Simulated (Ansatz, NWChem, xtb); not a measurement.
Loss of H2: CH3N → HNC + H2

Species: CH3N (methanimine) `C=N`, singlet; HNC `[C-]#[NH+]`, singlet; H2 (hydrogen), singlet. 

Shapes, held fixed at every level: PBE0-D4/def2-TZVP. Programs: Ansatz 0.2.0, NWChem 7.3.0, xtb 6.7.1. A level may come from different programs for different species; with the same settings they agree closely. The zero-point and thermal change to 298 K, harmonic and unscaled (PBE0-D4/def2-TZVP), is -28.9 kJ/mol.

```csv
level,kind,ΔH(298 K) (kJ/mol),less CCSD(T)/CBS estimate
GFN0-xTB,semi-empirical,-56.6,-160.1
HF/def2-SVP,Hartree–Fock,+90.1,-13.4
SPW92/def2-TZVPP,LDA,+155.4,+51.9
PBE-D4/def2-TZVPP,GGA,+123.0,+19.5
r2SCAN-D4/def2-TZVPP,meta-GGA,+117.0,+13.5
B3LYP-D4/def2-TZVPP,global hybrid,+107.2,+3.7
B2PLYP/def2-TZVPP,double hybrid,+102.1,-1.4
CCSD/def2-SVP,coupled cluster or CI,+102.5,-1.0
CCSD(T)/CBS estimate,coupled cluster or CI,+103.5,0.0
```

The highest level, CCSD(T)/CBS estimate, gives ΔH(298 K) = +103.5 kJ/mol; the levels span -56.6 to +155.4. They disagree on the sign: 8 of 9 are positive. GFN0-xTB strays far from the other rows. The column of differences is taken from that level and isn't an error. No measured value is set beside it here. The CBS estimate extrapolates MP2 from def2-TZVPP and def2-QZVPP and adds CCSD(T) − MP2 in the triple-zeta set, cores frozen; for H2 it overshoots the exact energy by about 1 mEh.
